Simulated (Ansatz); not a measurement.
Relaxation of AlClH3N (6 atoms, charge 0, multiplicity 1), to a largest force component of 0.02 eV/Å in at most 40 steps.

Level of theory: RKS PBE-D4/def2-SVP in Ansatz 0.2.0.

```xyz
6
Properties=species:S:1:pos:R:3
Al 0.000 0.000 0.000
H 0.000 0.000 1.560
Cl 1.931 0.000 -1.115
N -1.663 0.000 -0.960
H -2.332 -0.816 -0.861
H -1.912 0.816 -1.589
```

Problem. Where does it end, and by what steps?

Solution. It converged. After 7 steps the energy has fallen by 0.692 eV; H6 moved furthest, 0.74 Å.

| step | energy less start (eV) | largest force component (eV/Å) | accepted |
| --- | --- | --- | --- |
| 0 | 0.0000 | 2.103 | yes |
| 1 | -0.3800 | 1.174 | yes |
| 2 | -0.5410 | 0.937 | yes |
| 3 | -0.6345 | 0.381 | yes |
| 4 | -0.6794 | 0.366 | yes |
| 5 | -0.6900 | 0.091 | yes |
| 6 | -0.6915 | 0.088 | yes |
| 7 | -0.6920 | 0.005 | yes |

```xyz
6
Properties=species:S:1:pos:R:3
Al -0.033 -0.037 -0.025
H 0.003 -0.381 1.521
Cl 1.750 0.397 -1.089
N -1.560 0.000 -0.929
H -2.478 -0.192 -0.519
H -1.657 0.214 -1.924
```

Whether the end is a true minimum wasn't checked by a vibrational analysis.

Time of the run: 14 s on 1 thread of Arm Neoverse V1 (shared host), peak memory 0.13 GiB.
